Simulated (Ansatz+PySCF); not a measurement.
Two shapes of singlet LiH2O(+).

Shape 1:

```xyz
4

Li    0.0000    0.0000   -1.4887
O     0.0000    0.0000    0.3286
H     0.0000    0.7683    0.9186
H     0.0000   -0.7683    0.9186
```

Shape 2:

```xyz
4

Li    0.0000    0.0000   -1.6078
O     0.0000    0.0000    0.3549
H     0.0000    0.8298    0.9921
H     0.0000   -0.8298    0.9921
```

Basis set: def2-SVP (spherical functions). Frozen core: 1 orbital. Charge 1, multiplicity 1.

Computed with Ansatz (development build ahead of 0.2.0); each method stands on the lowest determinant of its kind that the runs found.

Problem. Which shape is lower in energy, and by how much in each method?

Solution.

```tsv
method	E(2) − E(1) (eV)
UHF	0.452
RHF-MP2	0.307
UHF-MP2	0.307
UHF-CCSD	0.314
RHF-CCSD(T)	0.305
```

Shape 1 is lower.
